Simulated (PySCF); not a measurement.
Compound: C₅H₅P.
Bonds: C1–C2 (aromatic), C2–C3 (aromatic), C3–P4 (aromatic), P4–C5 (aromatic), C5–C6 (aromatic), C1–C6 (aromatic). Hydrogens: H7 on C1; H8 on C2; H9 on C3; H10 on C5; H11 on C6.

Method: PySCF 2.14.0, PBE/6-31+G* geometry optimisation, gas phase.

(1) What internal coordinates does the optimisation give?

Results:

(1) 
| bond | length (Å) |
| --- | --- |
| C1–C2, C1–C6 | 1.406 |
| C2–C3, C5–C6 | 1.401 |
| C3–P4, P4–C5 | 1.756 |
| C1–H7 | 1.096 |
| C2–H8, C6–H11 | 1.098 |
| C3–H9, C5–H10 | 1.098 |

Bonds in one row agree within 0.01 Å and their mean is given. A selection of angles:
| angle | degrees |
| --- | --- |
| C2–C1–C6 | 122.7 |
| C2–C1–H7 | 118.6 |
| C1–C2–C3 | 123.2 |
| C1–C2–H8 | 118.2 |
| C3–C2–H8 | 118.7 |
| C2–C3–P4 | 125.5 |
| C2–C3–H9 | 118.0 |
| P4–C3–H9 | 116.5 |
| C3–P4–C5 | 99.9 |

The 6-membered ring C1–C2–C3–P4–C5–C6 has internal angles of 99.9° to 125.5° (sum 720°, against 720° for a flat polygon); it is planar, 0.00 Å rms from its mean plane, widest ring torsion 0°. P4 (phosphorus bonded to 2 C) is bent (angle 99.9°). The 6 heavy atoms lie in one plane (0.000 Å rms).

Point group: C2v (tolerance 0.08 Å). No frequency check.
